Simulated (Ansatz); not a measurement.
C4H7N can be A, `C=CC(C)=N`, or B, `CC=C=CN`.

Computed with Ansatz on PBE0-D4/def2-TZVP structures; ΔE is electronic, products minus reactants. CCSD(T)/CBS adds triple-zeta CCSD(T) − MP2 to the extrapolated MP2 energy (def2 sets, frozen cores). Functionals use def2-TZVPP. B3LYP here is the variant with VWN-RPA as its local correlation; programs differ in this. One conformer a species, not always the lowest.

Question: Which is lower in electronic energy at CCSD(T)/CBS, and by how much? (Best estimate.)

Answer: Ansatz gave: A, by 18.4 kcal/mol.

Question: Give E(B) − E(A) in kcal/mol with HF/def2-TZVPP, CCSD/def2-TZVPP, MP2/def2-TZVPP, PBE0-D4, B3LYP-D4, ωB97M-V, r2SCAN-D4. (Best estimate.)

Answer: Computed: HF/def2-TZVPP 19.3, CCSD/def2-TZVPP 18.9, MP2/def2-TZVPP 18.7, PBE0-D4 15.1, B3LYP-D4 15.8, ωB97M-V 17.1, r2SCAN-D4 15.5. None reverses the order clearly.

Largest T1 diagnostic: 0.012.

The D4 term adds +1.1 kcal/mol with B3LYP and +0.5 kcal/mol with PBE0; it sums over pairs of atoms, weighted by their polarisabilities, and B3LYP, whose exchange is more repulsive, gets the larger term. From PBE to PBE0 (25 % exact exchange), in def2-TZVPP and without D4, E(B) − E(A) moves by +1.1 kcal/mol.
